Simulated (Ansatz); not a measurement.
Anthracene C14H10, treated with r²SCAN-D4 in Ansatz (PAW).

Run with plane-wave cutoff 500 eV, 4×4×4 k mesh, gaussian smearing 0.02 eV, scalar-relativistic PAW data made under PBE.

Computed at the level's own relaxed cell.

Question: What does this level give for the equilibrium volume per atom?

Answer: 
- equilibrium volume per atom = 9.27 Å³/atom

Static lattice: no zero-point or thermal effects.

Ansatz is a quantum-chemistry and plane-wave program.
